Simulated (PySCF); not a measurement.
Estimate the missing entries of this data sheet.

Compound: C4H9Cl.
Bonds: C1–C2, C2–C3, C2–C4, C4–Cl5. Hydrogens: H6, H7, H8 on C1; H9 on C2; H10, H11, H12 on C3; H13, H14 on C4.

Conformer (atom-mapped SMILES and torsion angles): `[CH3:1][CH:2]([CH3:3])[CH2:4][Cl:5]`: C1–C2–C4–Cl5 65°.

```tsv
property	level	value
point group of the GFN2-xTB geometry	GFN2-xTB	?
rotational constants A, B, C of the GFN2-xTB geometry	GFN2-xTB	?
dipole moment	PBE0/pcSseg-1	?
HOMO energy	PBE0/pcSseg-1	?
LUMO energy	PBE0/pcSseg-1	?
13C chemical shifts (computed TMS as zero) by class	GIAO PBE0/pcSseg-1	?
1H chemical shifts (computed TMS as zero) by class	GIAO PBE0/pcSseg-1	3.27 (H13/H14), 1.65 (H9), 1.02 (H6/H7/H8/H10/H11/H12) ppm
isotropic shieldings of nuclei other than C and H, by class	GIAO PBE0/pcSseg-1	?
```

The electronic properties come from PySCF, for the isolated species, density fitting. NMR classes are plain means over equivalent atoms (diastereotopic ones count apart unless rotation or inversion swaps them), as if these changed places fast; in this geometry the members of some classes differ.

(1) What are the rotational constants A, B, C of the GFN2-xTB geometry?

(2) Give the 13C chemical shifts (computed TMS as zero) by class.

(3) What is the HOMO energy?

(4) The LUMO energy?

(5) The isotropic shieldings of nuclei other than C and H, by class?

(6) What is the dipole moment?

(7) What is the point group of the GFN2-xTB geometry?

## Answers

(1) 7.618, 2.171, 1.821 GHz.

(2) 57.7 (C4), 36.4 (C2), 22.2 (C1/C3) ppm.

(3) -8.30 eV.

(4) 0.90 eV.

(5) 869 (Cl5) ppm.

(6) 2.15 D.

(7) C1.

The rotational constants make it an asymmetric top with κ = (2B − A − C)/(A − C) = -0.88, nearer the prolate limit (−1). The dipole matches unit charges of opposite sign 0.45 Å apart (1 e·Å = 4.8032 D). With B = h/(8π²I), that is 505.379 GHz u Å² over I, the principal moments of inertia are 66.3, 232.7 and 277.6 u Å² (most abundant isotopes); the inertial defect Ic − Ia − Ib is -21.4 u Å² (zero for a rigid planar frame, negative otherwise).

One conformer stands for the species.
